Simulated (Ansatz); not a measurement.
`N=C(F)Cl` + `C=N` → `C=NC(=N)F` + HCl at 298.15 K and 1 bar (substitution at a C–Cl bond).

Isolated molecules relaxed with PBE0-D4/def2-TZVP in Ansatz; ΔE leaves out vibrations. CCSD(T)/CBS adds triple-zeta CCSD(T) − MP2 to the extrapolated MP2 energy (def2 sets, frozen cores). This one scheme is used for every species. One conformer a species, not always the lowest.

| species | CCSD(T)/CBS energy (Eh) | H − E (kJ/mol) | S (J/(mol·K)) |
| --- | --- | --- | --- |
| `N=C(F)Cl` | -652.89802 | 76.8 | 278.5 |
| `C=N` | -94.52360 | 115.3 | 227.0 |
| `C=NC(=N)F` | -287.05580 | 160.5 | 296.6 |
| HCl | -460.38127 | 26.6 | 186.8 |

H − E and S are ideal-gas, rigid-rotor, harmonic terms from PBE0-D4/def2-TZVP, for one conformer and one mirror image of each species. 1 Eh = 2625.50 kJ/mol, R = 8.31446 J/(mol·K).

Problem. By hand: ΔE, ΔH, ΔS and ΔG.

Solution. ΔE = (-287.05580) + (-460.38127) − (-652.89802) − (-94.52360) = -0.01545 Eh = -40.6 kJ/mol. Δ(H − E) = 160.5 + 26.6 − 76.8 − 115.3 = -5.0, so ΔH = -45.6 kJ/mol. ΔS = 296.6 + 186.8 − 278.5 − 227.0 = -22.1 J/(mol·K). ΔG = -45.6 − 298.15 × (-22.1)/1000 = -39.0 kJ/mol.

Problem. By hand: the equilibrium constant, and the temperature at which ΔG would vanish if ΔH and ΔS stayed fixed.

Solution. log₁₀ K = −ΔG/(RT ln 10) = 6.8. ΔG = 0 at ΔH/ΔS = 2063 K.

ΔH outweighs TΔS. A doubt of 5 kJ/mol in ΔE shifts log₁₀ K by 0.9 here. Other conformers and mirror images would add mixing entropy, several J/(mol·K) or more a flexible species. These are equilibria of isolated gas molecules and say nothing of rates. Largest T1 diagnostic: 0.014 (customary marks: 0.02 for closed shells, 0.045 for open ones).
